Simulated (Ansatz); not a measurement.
Born–Oppenheimer molecular dynamics of BH$_{6}$NS (9 atoms, charge 0, multiplicity 1). It starts at the highest image of a converged band, a first-order saddle point between two minima.

Theory: RKS B3LYP-D4/6-31G* (Ansatz 0.2.0).

| Quantity | Value |
| --- | --- |
| ensemble | NVE (velocity Verlet) |
| time step | 0.5 fs |
| steps asked | 200 |
| starting velocities drawn for | 100 K |
| seed | 9958 |

First frame:

```xyz
9
Properties=species:S:1:pos:R:3
B -0.044 0.116 0.290
N -0.018 0.085 1.823
H -0.815 -0.343 2.286
H 0.845 -0.233 2.255
H 1.009 -0.042 -0.251
H -1.052 -0.253 -0.234
S -0.229 2.375 0.301
H -1.578 2.432 0.344
H -0.118 1.538 1.595
```

(1) What does the run give?

(2) What happens to the structure?

(3) How do temperature and energy run in time?

Results:

(1) All steps were run.

```
steps done                                               : 200
time covered                                             : 100 fs
mean temperature over the second half                    : 780 K
spread of the potential energy over the second half      : 23.2 meV per atom
mean potential energy of the second half above the start : -68.5 meV per atom
```

The conserved energy stayed within 0.79 meV per atom of its start (net change -0.15 meV per atom), so the integration is sound. The kinetic energy rose, since the run started high on the potential surface and went downhill. A run of 0.1 ps of so small a system gives no equilibrium averages. The orbitals stay closed-shell, which can raise the energy where a bond breaks towards radicals; this wasn't checked here.

(2) Between its relaxed ends the band would form B1–S7, N2–H9 and break S7–H9. These pairs go: B1–S7 2.27 → 1.74 Å, N2–H9 1.47 → 1.12 Å, S7–H9 1.54 → 3.61 Å. In the last frame they stand as after the step (other bonds may differ from the relaxed reactants and products). It ends as one piece, BH6NS. Pairs count as bonded within 1.25 times the sum of covalent radii (0.12 Å more for H–H). The details hang on the random start.

(3) 
| time (fs) | T (K) | potential energy less start (eV) | conserved less start (meV/atom) |
| --- | --- | --- | --- |
| 0 | 100 | 0.000 | 0.00 |
| 8 | 77 | 0.022 | 0.04 |
| 16 | 444 | -0.309 | 0.22 |
| 24 | 913 | -0.738 | -0.34 |
| 32 | 956 | -0.773 | 0.13 |
| 40 | 782 | -0.617 | 0.01 |
| 48 | 866 | -0.699 | -0.64 |
| 56 | 1080 | -0.884 | 0.27 |
| 64 | 702 | -0.550 | -0.53 |
| 72 | 431 | -0.299 | 0.03 |
| 80 | 536 | -0.395 | -0.08 |
| 88 | 908 | -0.732 | -0.10 |
| 96 | 985 | -0.804 | -0.38 |

The run took 7.3 min on 1 thread of Arm Neoverse V1 (shared host), peak memory 0.11 GiB.
